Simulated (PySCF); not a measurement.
Cartesian coordinates in Å; atom numbers follow the order of the lines, from 1:
```xyz
12

Cl    2.6582    0.1686   -0.7146
C     1.3089   -0.5110    0.2568
C    -0.0107   -0.3311   -0.4228
C    -0.7063    0.9930   -0.3596
C    -1.2472   -0.1686    0.4181
H     1.3287    0.0031    1.2285
H     1.5425   -1.5723    0.4201
H    -0.1172   -0.8982   -1.3532
H    -0.2089    1.7968    0.1911
H    -1.2519    1.3293   -1.2445
H    -2.1666   -0.6494    0.0744
H    -1.1295   -0.1603    1.5058
```

Geometry: PBE0-D3(BJ)/def2-SVP; GIAO absolute shieldings from PySCF 2.14, gas phase, non-relativistic, averaged over equivalent atoms.

At PBE0/aug-cc-pVDZ (182 basis functions, 17 s wall time on 1 thread of an Intel Xeon Platinum 8375C, shared host):
| atoms | σ (ppm) |
| --- | --- |
| Cl1 | 870.6 |
| C2 | 140.3 |
| C3 | 178.5 |
| C4/C5 | 187.7 |
| H6/H7 | 28.03 |
| H8 | 30.24 |
| H10/H11 | 30.72 |
| H9/H12 | 31.07 |

Estimate the result of repeating the calculation with BLYP/pcSseg-2.

Answers


| atoms | σ at BLYP/pcSseg-2 | change |
| --- | --- | --- |
| Cl1 | 792.5 | -78.1 |
| C2 | 113.5 | -26.8 |
| C3 | 155.3 | -23.2 |
| C4/C5 | 166.1 | -21.6 |
| H6/H7 | 27.94 | -0.09 |
| H8 | 30.23 | -0.01 |
| H10/H11 | 30.69 | -0.03 |
| H9/H12 | 31.07 | +0.00 |

The largest change is at Cl1 (chlorine bonded to C). Cost: 285 basis functions, 46 s wall time on 1 thread of an Arm Neoverse V1, shared host. The order of the carbon signals is the same at both levels.

Carbons that carry Cl, above all several Cl atoms, come out too deshielded, partly because spin–orbit coupling is missing.
